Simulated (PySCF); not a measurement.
Gas-phase reaction: 2 SiOCl2 + Cl2 = 2 SiCl3 + 2 O

Method: PySCF energies (xtb for GFN2) plus ideal-gas RRHO corrections (1 bar). † marks an energy on the PBE0/def2-TZVP geometry and frequencies; other levels use their own. MP2 and CCSD(T) freeze the core. 6-31G* has spherical d functions here. Open shells (unrestricted): SiCl3 (multiplicity 2), O (multiplicity 3, electronic degeneracy 9); the rest are closed-shell singlets. GFN2 has no spin-polarisation term. Spin-orbit splitting is ignored; it lowers the true energy and changes the entropy of O. B3LYP is the form with VWN-RPA correlation. SiOCl2: computed as isolated molecules; such fragments, hydroxides, amides, oligomers or adducts are transient or little studied in the gas. MP2 isn't extrapolated to the basis-set limit; its ΔH°(298 K) is 680.9 kJ in def2-SVP and 798.5 kJ in def2-TZVPP. CCSD(T) isn't extrapolated to the basis-set limit; its ΔH°(298 K) is 615.0 kJ in def2-SVP and 723.5 kJ in def2-TZVPP. The harmonic model lacks anharmonicity and excited electronic states, which grow with temperature; levels with a mode under 35 cm⁻¹ are left out.

```csv
level,"ΔE electronic, kJ","ΔH°(298 K), kJ","ΔS°(298 K), J/K","ΔG°(1200 K), kJ"
B3LYP/def2-TZVP†,752,743,138,567
CCSD(T)/def2-SVP†,624,615,138,439
CCSD(T)/def2-TZVPP†,733,723,138,547
GFN2-xTB,1846,1834,143,1650
HF/6-31G*,144,133,137,-43
M06-2X/def2-TZVP†,736,727,138,551
MP2/def2-TZVPP†,808,799,138,622
PBE/def2-TZVP†,819,810,138,633
PBE0/def2-SVP†,644,635,138,458
PBE0/def2-TZVP,712,703,138,526
LDA/def2-TZVP†,994,984,138,808
```
ΔH° is lowest at HF/6-31G* and highest at GFN2-xTB. No reference value is set beside these.
